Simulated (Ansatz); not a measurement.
# Ti (Ti, hcp): the cost of one run

Program: Ansatz 0.2.0. Level of theory: DFT r2SCAN, plane waves (500 eV) with PAW, scalar-relativistic; PAW files made under PBE, frozen cores solved again for the functional. These are calculated values, not measurements.

**1. The starting structure**

The structure is hexagonal, space group P6_3/mmc (No. 194). Conventional cell: a = 2.950 Å, b = 2.950 Å, c = 4.686 Å, α = 90.00°, β = 90.00°, γ = 120.00°. Around Ti (site symmetry -6m2) lie 12 Ti at 2.90 to 2.95 Å.

Coordinates:

```xyz
2
Lattice="2.9500 0.0000 0.0000 -1.4750 2.5548 0.0000 0.0000 0.0000 4.6860" Properties=species:S:1:pos:R:3 pbc="T T T"
Ti    0.0000    1.7032    1.1715
Ti    1.4750    0.8516    3.5145
```

**2. Relaxing cell and atoms**

File input.yaml:

```yaml
crystal:
  lattice:
    - [2.9499978604, 0.0, 0.0]
    - [-1.4749989302, 2.5547730882, 0.0]
    - [0.0, 0.0, 4.686]
  atoms:
    - { symbol: Ti, position: [0.3333333333, 0.6666666667, 0.25] }
    - { symbol: Ti, position: [0.6666666667, 0.3333333333, 0.75] }
hamiltonian:
  xc: r2scan
  pseudopotentials:
    kind: paw
    azcp:
      Ti: "pseudopotentials/Ti.paw.azcp"
basis:
  ecutwfc: 500
  fft_grid_basis: typed
kpoints:
  mp_grid: { grid: [12, 12, 7], shift: [0, 0, 0] }
magnetization:
  spin_polarized: false
scf:
  occupations: { method: fermi_dirac, width: 0.1 }
relax:
  max_steps: 60
  f_tol: 0.01
  cell: {}
```

Q: Estimate wall time and peak memory on 1 thread of an x86-64 CPU, shared host.

About 39 s, with a peak of 0.64 GiB.
